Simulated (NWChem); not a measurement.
All runs are NWChem calculations. System: hydrogen peroxide (H$_{2}$O$_{2}$), charge 0, spin multiplicity 1, at a geometry optimised with PBE0/def2-SVP. Level: EOM-CCSD/def2-SVPD, 2 core orbitals frozen.

The NWChem input:

```
start mol
memory heap 100 mb stack 700 mb global 1900 mb
geometry units angstroms nocenter noautoz
  O     -0.294240     0.645331    -0.054706
  O      0.294240    -0.645331    -0.054706
  H      0.367293     1.150276     0.437648
  H     -0.367293    -1.150276     0.437648
  symmetry group C2
end
basis spherical
  * library def2-svpd
end
scf
  rhf
  nopen 0
  maxiter 100
  thresh 1e-7
  semidirect memsize 60000000 filesize 0
end
tce
  freeze core 2
  ccsd
  nroots 2
  2eorb
  2emet 13
  thresh 1e-5
  maxiter 200
  tilesize 24
  dipole
end
task tce energy
```

Output (cleaned and shortened):

```
             Northwest Computational Chemistry Package (NWChem) 7.3.0
             --------------------------------------------------------

                                NWChem Input Module
                                -------------------

 Scaling coordinates for geometry "geometry" by  1.889725989
 (inverse scale =  0.529177249)

 Turning off AUTOSYM since
 SYMMETRY directive was detected!

                             Geometry "geometry" -> ""
                             -------------------------

 Output coordinates in angstroms (scale by  1.889725989 to convert to a.u.)

  No.       Tag          Charge          X              Y              Z
 ---- ---------------- ---------- -------------- -------------- --------------
    1 O                    8.0000    -0.29424000     0.64533100    -0.05470600
    2 O                    8.0000     0.29424000    -0.64533100    -0.05470600
    3 H                    1.0000     0.36729300     1.15027600     0.43764800
    4 H                    1.0000    -0.36729300    -1.15027600     0.43764800

 Effective nuclear repulsion energy (a.u.)      37.3948476217

            Nuclear Dipole moment (a.u.)
            ----------------------------
        X                 Y               Z
 ---------------- ---------------- ----------------
     0.0000000000     0.0000000000     0.0000000000

      Symmetry information
      --------------------

 Group name             C2
 Group number              4
 Group order               2
 No. of unique centers     2

      Symmetry unique atoms

     1    3


 Summary of "ao basis" -> "" (spherical)
 ------------------------------------------------------------------------------
       Tag                 Description            Shells   Functions and Types
 ---------------- ------------------------------  ------  ---------------------
 *                         def2-svpd                  on all atoms

 Summary of "ao basis" -> "ao basis" (spherical)
 ------------------------------------------------------------------------------
       Tag                 Description            Shells   Functions and Types
[...]
   0.1159224893254   0.3129456645481    8.51569     1.9     1.9

 Iteration   5 using   10 trial vectors
   0.0222581158878   0.2663614331556    7.24807
   0.0736088268799   0.3022377799258    8.22431     2.0     2.0

 Iteration   6 using   12 trial vectors
   0.0118378305840   0.2660734447691    7.24023
   0.0553917423066   0.2973726254413    8.09192     1.7     1.7

 Iteration   7 using   14 trial vectors
   0.0072191407107   0.2659005990321    7.23553
   0.0357203296789   0.2944107643349    8.01133     1.9     1.9

 Iteration   8 using   16 trial vectors
   0.0029359339314   0.2659262777502    7.23623
   0.0229140832989   0.2941412261625    8.00399     1.8     1.8

 Iteration   9 using   18 trial vectors
   0.0013374245676   0.2659682877260    7.23737
   0.0134185454716   0.2935563355903    7.98808     2.1     2.1

 Iteration  10 using   20 trial vectors
   0.0006208703438   0.2659547074708    7.23700
   0.0073557624255   0.2934577826016    7.98540     2.2     2.2

 Iteration  11 using   22 trial vectors
   0.0003483500476   0.2659574648339    7.23707
   0.0039612672745   0.2934633160720    7.98555     2.2     2.2

 Iteration  12 using   24 trial vectors
   0.0001917104877   0.2659577326980    7.23708
   0.0026931944115   0.2933749850952    7.98314     1.9     1.9

 Iteration  13 using   26 trial vectors
   0.0001149300671   0.2659556534669    7.23702
   0.0014480514936   0.2934167249987    7.98428     2.0     2.0

 Iteration  14 using   28 trial vectors
   0.0000600769734   0.2659566390579    7.23705
   0.0007705829838   0.2933978185539    7.98376     2.0     2.0

 Iteration  15 using   30 trial vectors
   0.0000318397450   0.2659564935125    7.23705
   0.0003925921779   0.2934004112576    7.98383     1.8     1.8

 Iteration  16 using   32 trial vectors
   0.0000160148529   0.2659566089098    7.23705
   0.0002278933465   0.2934017961164    7.98387     2.1     2.1

 Iteration  17 using   34 trial vectors
   0.0000079025233   0.2659565637766    7.23705
   0.0001205773813   0.2933974946779    7.98376     2.3     2.3

 Iteration  18 using   35 trial vectors
   0.0000063260917   0.2659565612094    7.23705
   0.0000560348098   0.2933990111349    7.98380     1.4     1.4

 Iteration  19 using   36 trial vectors
   0.0000059271949   0.2659565667772    7.23705
   0.0000274070690   0.2933984202281    7.98378     1.5     1.5

 Iteration  20 using   37 trial vectors
   0.0000058948498   0.2659565657595    7.23705
   0.0000123820221   0.2933983579029    7.98378     1.5     1.5

 Iteration  21 using   38 trial vectors
   0.0000059071844   0.2659565635970    7.23705
   0.0000060798135   0.2933985099889    7.98378     1.6     1.6
 --------------------------------------------------------------
 Iterations converged

 Excited state root  1
 Excitation energy / hartree =        0.265956612605303
                   / eV      =        7.237050731017140

 EOM-CCSD transition moments / hartree
 --------------------------------------------
 X    0.1278792 Y    0.0999242 Z    0.0000000
 Oscillator Strength                0.0046698
 --------------------------------------------

 EOM-CCSD dipole moments / hartree & Debye
 ------------------------------------
   X         0.0000000      0.0000000
   Y        -0.0000000     -0.0000000
   Z         0.5940500      1.5099359
 Total       0.5940500      1.5099359
 ------------------------------------

 Singles contributions
    10a   (alpha) ---     9b   (alpha)        0.8806539315
    14a   (alpha) ---     9b   (alpha)       -0.1606597925
    15a   (alpha) ---     9b   (alpha)        0.1002319388
    25a   (alpha) ---     9b   (alpha)        0.1545153791

 Doubles contributions

 Excited state root  2
 Excitation energy / hartree =        0.293398559731175
                   / eV      =        7.983784424014521

 Task  times  cpu:      143.9s     wall:      143.9s

 Total times  cpu:      143.9s     wall:      143.9s
```
